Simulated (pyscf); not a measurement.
PySCF, gas phase, ωB97X-D3(BJ)/def2-SVP geometries.

Q: PBE/def2-TZVP puts the barrier of H₃C–SiH₂–Cl (SMILES C[SiH2]Cl) + H• (SMILES [H]) -> H₃C–SiH•–Cl (SMILES C[SiH]Cl) + H₂ (SMILES [H][H]) (hydrogen abstraction; doublet surface; H–Si broken, H–H formed) at -0.01 eV and the reaction energy at -0.61 eV, from the separated reactants. What do PBE0-D3(BJ)/def2-TZVP, M06-2X/def2-TZVP, ωB97M-D3(BJ)/def2-TZVP give on the same structures?

A: PBE0-D3(BJ): ΔE‡ = 0.07 eV, ΔE = -0.52 eV; M06-2X: ΔE‡ = 0.24 eV, ΔE = -0.59 eV; ωB97M-D3(BJ): ΔE‡ = 0.21 eV, ΔE = -0.46 eV. PBE's barrier lies under all of them, by 0.08 to 0.25 eV. Its reaction energy lies under all of them, by 0.02 to 0.16 eV. At PBE this geometry lies under the reactants; that is no barrier but a single point on another level's saddle; such a level's own saddle, if it has one, lies nearer that side and is low. One saddle was located; it need not be the lowest between these sides. The angle at the transferred H is 177°.
